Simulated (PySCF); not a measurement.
Can point charges reproduce the dipole moment of methylenesilane, `C=[SiH2]`?

Coordinates (PBE0-D3(BJ)/def2-SVP, Å) and charges (e) from the PBE0/pcSseg-1 density (PySCF):

```json
{"atom": "C1", "x": "-0.926", "y": "-0.039", "z": "-0.021", "Mulliken": "-0.5971", "IAO": "-0.7036", "Hirshfeld": "-0.2540", "ESP-fitted": "-0.8946"}
{"atom": "Si2", "x": "0.779", "y": "0.035", "z": "0.005", "Mulliken": "+0.4252", "IAO": "+0.5532", "Hirshfeld": "+0.2917", "ESP-fitted": "+0.3678"}
{"atom": "H3", "x": "-1.547", "y": "0.860", "z": "-0.052", "Mulliken": "+0.1542", "IAO": "+0.1690", "Hirshfeld": "+0.0404", "ESP-fitted": "+0.2916"}
{"atom": "H4", "x": "-1.465", "y": "-0.991", "z": "-0.009", "Mulliken": "+0.1542", "IAO": "+0.1691", "Hirshfeld": "+0.0404", "ESP-fitted": "+0.2915"}
{"atom": "H5", "x": "1.635", "y": "-1.178", "z": "0.046", "Mulliken": "-0.0683", "IAO": "-0.0939", "Hirshfeld": "-0.0592", "ESP-fitted": "-0.0285"}
{"atom": "H6", "x": "1.529", "y": "1.317", "z": "-0.013", "Mulliken": "-0.0682", "IAO": "-0.0938", "Hirshfeld": "-0.0591", "ESP-fitted": "-0.0278"}
```

Task: Form Σ q r in debye for every column and set it beside the full dipole.

Result: The full density gives (0.70, 0.03, 0.01) D, 0.70 D in size; dipole vectors point from the negative to the positive end.

```
    scheme    μx    μy    μz  size (D)  share of the full size (%)  angle to the full dipole (°)
  Mulliken  0.98  0.04  0.01      0.98                         141                             0
       IAO  1.33  0.06  0.02      1.33                         191                             0
 Hirshfeld  0.74  0.03  0.01      0.74                         106                             0
ESP-fitted  0.71  0.03  0.01      0.71                         102                             0
```

Task: Which set comes closest?

Result: Length of the difference vector: ESP-fitted 0.01 D, Hirshfeld 0.04 D, Mulliken 0.28 D, IAO 0.63 D. Closest: ESP-fitted. The schemes that divide the density aren't constrained to reproduce the dipole.

Task: What is left for the Hirshfeld atoms' own dipoles?

Result: The Hirshfeld atoms' densities add up to the full density, so μ = Σ q r + Σ (atomic dipoles). The atomic dipoles sum to (0.70, 0.03, 0.01) − (0.74, 0.03, 0.01) = (-0.04, 0.00, 0.00) D, 0.04 D in size.

Task: With the origin at the mean of the coordinates, (0.001, 0.001, -0.007) Å, which are the largest single terms, by size, of the IAO dipole along the direction of the full one?

Result: C1 +3.14, Si2 +2.07, H4 -1.23, H3 -1.22, H6 -0.72 D; all 6 atoms together +1.33 D. The single terms depend on the origin, their sum doesn't.

Task: Give the size of the full dipole in other units.

Result: 0.70 D = 0.274 au = 0.145 e·Å = 2.33 × 10⁻³⁰ C·m.

Geometry: PBE0-D3(BJ)/def2-SVP; no solvent, vibrations or thermal averaging.
